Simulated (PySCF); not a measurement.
# CHFO: geometry, coupled-cluster ionisations and excitations

Wanted: the coupled-cluster ionisations and excitations of CHFO (`O=CF`), by calculation.

Computed with PySCF 2.14.0, with density-fitted response routines of our own, on a single molecule in the gas phase. Atoms are numbered from 0 throughout.

## (1) Starting geometry

4 atoms, charge 0, multiplicity 1; geometry from: GFN2-xTB.

Bonds of the start (Å): O0–C1 1.17, C1–F2 1.34, C1–H3 1.10.

## (2) Optimising the geometry at PBE0-D3(BJ)/def2-TZVP

Job settings and geometry (Å):

```
{"job": {"xc": "PBE0", "basis": "def2-TZVP", "d3": "d3bj", "grid": 2, "kind": "geom"}, "charge": 0, "multiplicity": 1}
O     -1.050660    -0.496000     0.000450
C     -0.252100     0.360830    -0.000370
F      1.065720     0.112760    -0.000070
H     -0.406030     1.448290    -0.001430
```

**Question.** This job is followed by: EOM-CCSD/aug-cc-pVDZ, vertical, frozen core, gas phase. Predict these results of the whole session: point group; rotational constants (main isotopes); correlation energy, MP2 and CCSD; T1 diagnostic; first ionisation (EOM-IP-CCSD); lowest singlet (EOM-EE-CCSD).

**Answer**, as computed:

| quantity | value |
| --- | --- |
| point group | Cs |
| rotational constants (main isotopes) | 92.21, 11.86, 10.51 GHz |
| correlation energy, MP2 and CCSD | -14.40, -14.61 eV |
| T1 diagnostic | 0.0170 |
| first ionisation (EOM-IP-CCSD) | 12.42 eV |
| lowest singlet (EOM-EE-CCSD) | 6.12 eV |

**Reading.** With PBE0/def2-TZVP, its start was all but relaxed already: 4 steps gained 1.7 meV. MP2 recovers 99 % of the CCSD correlation energy. For the hole of the first ionisation, Koopmans' theorem lies 1.56 eV above EOM-IP-CCSD.
